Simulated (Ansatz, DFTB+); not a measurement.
# Relative energies of C2H3N isomers

3 of its isomers, all singlets with charge 0: A = acetonitrile `CC#N`; B = isocyanomethane `[C-]#[N+]C`; C = `C#CN`.

Shapes, held fixed at every level: PBE0-D4/def2-TZVP. Programs: Ansatz 0.2.0, DFTB+ 25.1.

Electronic energies in kJ/mol, without zero-point or thermal terms.

```csv
level,kind,B − A,C − A
DFTB2-D4,semi-empirical,+46.0,+215.0
HF/def2-SVP,Hartree–Fock,+78.8,+188.3
B3LYP-D4/def2-TZVPP,global hybrid,+97.8,+168.7
BHLYP-D4/def2-TZVPP,global hybrid,+93.3,+171.8
PBE0-D4/def2-TZVPP,global hybrid,+100.7,+165.4
wB97M-V/def2-TZVPP,range-separated hybrid,+94.4,+171.4
CCSD/def2-SVP,coupled cluster or CI,+96.9,+194.7
CCSD(T)/CBS estimate,coupled cluster or CI,+100.8,+173.3
```

The highest level, CCSD(T)/CBS estimate, puts A lowest of these. All levels agree on that. The B − A difference spans +46.0 to +100.8 kJ/mol over the levels. The CBS estimate extrapolates MP2 from def2-TZVPP and def2-QZVPP and adds CCSD(T) − MP2 in the triple-zeta set, cores frozen. DFTB2-D4 strays far from the other rows.
